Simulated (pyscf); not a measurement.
Structures and frequencies: ωB97X-D3(BJ)/def2-SVP in PySCF.

Problem. Estimate by transition-state theory (the high-pressure limit) the rate constant of O=Sn=O (SMILES [O]=[Sn]=[O]) + H₂ (SMILES [H][H]) -> O=SnH–OH (SMILES [O]=[SnH][OH]) (singlet surface; H–H broken, H–Sn, H–O formed) at 298 K, with ωB97M-D3(BJ)/def2-TZVP energies (ideal gas, 1 atm, RRHO with modes under 100 cm⁻¹ raised to 100, one conformer, R ln 2 for chiral ones without a mode under 150 cm⁻¹; no tunnelling).

Solution. The electronic barrier is 21.7 kcal/mol and the thermal terms add +6.6, so ΔG‡ = 28.4 kcal/mol. With k_BT/h = 6.21e+12 s⁻¹ and RT = 0.592 kcal/mol, and a volume of 4.06e-20 cm³ per molecule at 1 atm, k = 4.1e-28 cm³ molecule⁻¹ s⁻¹. The product is born with the 68 kcal/mol of the reverse barrier and needs collisions to keep. Wigner's tunnelling factor for 1659i cm⁻¹ would be 3.67, likely too low at so high a frequency. A shift of 1 kcal/mol in the barrier changes k by a factor 5.4. On the product side the descent ends in a point that may be a rotor saddle (no frequency run), 2.7 kcal/mol over the lowest minimum found and 65.9 kcal/mol under the saddle at ωB97X-D3(BJ)/def2-TZVP. At the saddle there is also a short H–Sn contact that neither side keeps. O=SnH–OH lies 65.7 kcal/mol over its isomer HO–Sn:–OH [singlet] (electronic energy, ωB97M-D3(BJ)/def2-TZVP). One saddle was located; it need not be the lowest between these sides. Elements past Kr carry the def2 core potentials, without spin-orbit coupling.
